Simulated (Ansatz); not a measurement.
Basis-set extrapolation for C$_{3}$H$_{6}$S$_{3}$, SMILES `C1SCSCS1` (PBE0-D4/def2-TZVP geometry, frozen core, Ansatz). Multiplicity 1, RHF reference.

|  | def2-TZVPP | def2-QZVPP |
| --- | --- | --- |
| HF | -1309.750463 | -1309.789763 |
| MP2 correlation | -1.036473 | -1.116846 |
| CCSD(T) correlation | -1.152377 | not run |

Energies in hartree. Use E(X) = E(∞) + A·exp(−7.88·√X) for Hartree–Fock and E(X) = E(∞) + B·X^(−2.97) for correlation, with X = 3 and 4, and add CCSD(T) minus MP2 of the smaller set to the MP2 limit.

Question: What is the CCSD(T) energy at the basis-set limit?

Answer: HF limit: -1309.789763 + (-0.039300) × 0.13774 = -1309.79518. MP2 limit: -1.116846 + (-0.080373) × 0.74074 = -1.17638. Higher-order term: -1.152377 − (-1.036473) = -0.11590. Total: -1311.08746 hartree, 115.9 kcal/mol below CCSD(T)/def2-TZVPP.
